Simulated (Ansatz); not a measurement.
# BH₃F (doublet): wave-function methods side by side at distance B1–H4 along a hydrogen transfer = 1.472 Å, cc-pVDZ

Aim: climb from Hartree-Fock through coupled cluster and multireference methods for BH₃F (doublet) at one geometry and basis, and see what each rung misses.

Computed with Ansatz 0.2.0, Gaussian basis. Level: cc-pVDZ, core rule «outside noble gas», up to 2 orbitals frozen.

To be run: UHF; CCSD(T) on ROHF; CCSD(T) on UHF; BCCD(T) on ROHF; CISD; CCSDT(Q) on ROHF; CCSDT(Q) on UHF; CASSCF and MRCISD+Q, 3 electrons in 3 orbitals; CASSCF and NEVPT2, 3 electrons in 3 orbitals.

14 further runs of the same task are left out: 9 for a known fault of the program, 4 that didn't finish, 1 set aside as unsound or not needed.

## (1) The geometry

The geometry derives from fragments relaxed apart (PBE0/def2-TZVP) and kept rigid, so it is no stationary point. A hydrogen atom is moved between rigid fragments.

5 atoms, charge 0, spin multiplicity 2.

Atoms are counted from 1 here; the program's logs count them from 0.

Bond lengths: B1–H2 1.193 Å, B1–H3 1.193 Å, H4–F5 0.946 Å. Angles: H2–B1–H3 120.0°.

## (2) UHF

The input, in.yaml:

```yaml
crystal:
  periodic: [false, false, false]
  atoms:
    - {symbol: B, position_ang: [-1.407686, 0.000000, 0.000000]}
    - {symbol: H, position_ang: [-2.004420, 1.033571, 0.000000]}
    - {symbol: H, position_ang: [-2.004420, -1.033571, 0.000000]}
    - {symbol: H, position_ang: [0.064314, 0.000000, 0.000000]}
    - {symbol: F, position_ang: [1.010314, 0.000000, 0.000000]}
basis:
  gaussian: {orbitals: cc-pVDZ}
magnetization: {spin_polarized: true, initial_magnetization: 1}
hamiltonian: {xc: hf}
output: {orbitals: {seedname: orbitals}}
```

Command:

```
ansatz run in.yaml --threads 1 --pin off --events-out ev --progress --plain --max-ram 2393MiB
```

Further steps of the session: CCSD(T) on ROHF; CCSD(T) on UHF; BCCD(T) on ROHF; CISD; CCSDT(Q) on ROHF; CCSDT(Q) on UHF; CASSCF and MRCISD+Q, 3 electrons in 3 orbitals; CASSCF and NEVPT2, 3 electrons in 3 orbitals.

Q: Predict the results of all the runs planned. Wanted: UCCSDT(Q) below the RHF energy; RMP2 from UCCSDT(Q); UMP2 from UCCSDT(Q); RCCSD from UCCSDT(Q); RCCSD(T) from UCCSDT(Q); UCCSD(T) from UCCSDT(Q); RCCSDT(Q) from UCCSDT(Q); MRCISD+Q pair from UCCSDT(Q); T1 diagnostic.

The runs gave:

| quantity | value |
| --- | --- |
| UCCSDT(Q) below the RHF energy | -8.4663 eV |
| RMP2 from UCCSDT(Q) | +800.6 meV |
| UMP2 from UCCSDT(Q) | +814.1 meV |
| RCCSD from UCCSDT(Q) | +147.2 meV |
| RCCSD(T) from UCCSDT(Q) | +29.0 meV |
| UCCSD(T) from UCCSDT(Q) | +29.0 meV |
| RCCSDT(Q) from UCCSDT(Q) | +0.9 meV |
| MRCISD+Q pair from UCCSDT(Q) | +78.8 meV |
| levels within 1 kcal/mol (43 meV) | RCCSD(T), UCCSD(T), BCCD(T), RCCSDT, UCCSDT, RCCSDT(Q) |
| T1 diagnostic | 0.016 |

In words: RCCSD(T) lands +29.0 meV from the yardstick (0.3 % of the correlation energy). These misses are within one basis, not against nature; the frozen cores of restricted and unrestricted runs differ, which can shift their rows.
